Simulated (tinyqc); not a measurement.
UHF in the sto-6g basis, for CH2, spin multiplicity 3, step by step. One step of it, computed by the program tinyqc.

Question. Orthogonalisation. S = U s U^T; canonical form X = U s^(-1/2), so that X^T S X = 1. Each column of U has its largest component positive (the first on a tie).

overlap S, lower triangle:
```
           1C 1s     1C 2s    1C 2px     1C 2py    1C 2pz     2H 1s     3H 1s
1C 1s   1.000000
1C 2s   0.243228  1.000000
1C 2px  0.000000  0.000000  1.000000
1C 2py  0.000000  0.000000  0.000000   1.000000
1C 2pz  0.000000  0.000000  0.000000   0.000000  1.000000
2H 1s   0.039898  0.377882  0.000000   0.328978  0.207555  1.000000
3H 1s   0.039898  0.377882  0.000000  -0.328978  0.207555  0.086607  1.000000
```

Give: eigenvalues of S; X.

Answer.

eigenvalues of S: 0.407  0.489  0.876  1.000  1.098  1.424  1.706

X:
```
             1       2       3      4       5       6      7
1C 1s   -0.332   0.000   0.752  0.000  -0.595   0.000  0.204
1C 2s    1.043   0.000  -0.322  0.000  -0.290   0.000  0.469
1C 2px   0.000   0.000   0.000  1.000   0.000   0.000  0.000
1C 2py   0.000   0.963   0.000  0.000   0.000   0.619  0.000
1C 2pz   0.498   0.000   0.633  0.000   0.652   0.000  0.219
2H 1s   -0.712  -0.747  -0.189  0.000   0.154   0.399  0.372
3H 1s   -0.712   0.747  -0.189  0.000   0.154  -0.399  0.372
```
